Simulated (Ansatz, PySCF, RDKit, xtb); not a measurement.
# Solving CH4AlN, step by step

Given the formula CH4AlN and nothing else, which arrangement of the atoms is the most stable in the gas at 298.15 K, and what are its properties?

Plan: many cheap relaxations first (GFN2-xTB), then density-functional screening, relaxation at PBE0-D3(BJ)/def2-SVP, vibrations and a final energy. The numbers are computed, not measured.

4 further runs of the same task are left out: 4 set aside as unsound or not needed.

## (1) Candidates

A program enumerates the bonding patterns with one Lewis structure each (two rings at most, one unusual centre or charged pair), with their diastereomers. O–O, O–halogen and N–halogen bonds and N–N–N chains are not drawn. That gives 18 candidates.

c047 [CH-]=[NH+][AlH2]; c053 N[CH-][AlH+]; c099 [CH][AlH][NH2] (triplet); c105 N[CH2][Al]; c156 N[CH2][Al] (triplet); c213 [CH-]1[NH2+][AlH]1; c270 [CH2]1[NH][AlH]1; c274 C[NH][Al]; c322 [NH2+]=[C-][AlH2]; c404 [CH3][Al+][NH-]; c454 [CH2-][Al+][NH2]; c650 C#[N+][AlH3-]; c672 [CH]1=[NH+][AlH2-]1; c695 C[NH][Al] (triplet); c782 N=[CH][AlH2]; c834 C[N-][AlH+]; c859 [CH][AlH][NH2]; c937 C=[N][AlH2].

Candidates are built by distance geometry, with a force field where one applies, in up to four conformers (letters a to d). 16 starts with atoms placed at random are added, to find patterns that the rules miss.

Q: Predict the outcome of this search (final energies at CCSD(T)/def2-TZVPP).

| quantity | value |
| --- | --- |
| lowest structure found | C[NH][Al], singlet, Cs |
| next finalist | C=[N][AlH2], singlet, 6.4 kcal/mol higher in G |
| share at equilibrium, among the finalists | 100.0 % |
| harmonic wavenumbers, lowest and highest (PBE0-D3(BJ)/def2-SVP) | 165 and 3560 cm⁻¹ |
| rotational constants, same geometry | 1.658, 0.1782, 0.166 cm⁻¹ |
| dipole moment (PBE0/def2-TZVPD) | 1.28 D |
| HOMO energy (PBE0/def2-TZVPD) | -6.15 eV |
| LUMO energy (PBE0/def2-TZVPD) | -1.31 eV |
| HOMO–LUMO gap (PBE0/def2-TZVPD) | 4.84 eV |
| lowest excitation (TD-B3LYP/def2-SVPD) | 3.92 eV (f = 0.000) |
| strongest of the states computed, same level | 6.38 eV (f = 0.535) |
| lowest triplet excitation, same level, Tamm-Dancoff | 2.49 eV |
| vertical ionisation energy | 8.25 eV |
| vertical electron affinity | -0.20 eV (unbound: the value depends on the basis) |
| vertical triplet less singlet | +2.35 eV |

The lowest structure found is `C[NH][Al]`. Among the finalists first place is clear (6.4 kcal/mol); structures outside the list aren't covered. HF/STO-3G, r2SCAN-D4/def2-SVP, PBE0-D3(BJ)/def2-SVP, HF/def2-TZVPP and MP2/def2-TZVPP already put its bonding pattern lowest among the structures in one piece; GFN2-xTB favours the singlet C=[N][AlH2]. Lowest found is not proven lowest: the search is finite, and each finalist counts with one conformer. Patterns outside the rules of the enumeration were met only by chance.
